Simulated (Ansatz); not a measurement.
Solid iodine, treated with PBE0-D3(BJ) in Ansatz (PAW).

The cell is the one relaxed with PBE-D3(BJ): a = 7.3436 Å, b = 4.4868 Å, c = 9.6607 Å, α = β = γ = 90.00°.

Problem. Predict the lattice energy.

Solution. 
- lattice energy = 78 kJ/mol

Spin–orbit coupling is not included.

Static lattice: no zero-point or thermal effects.

Ansatz is a program for electronic structure.
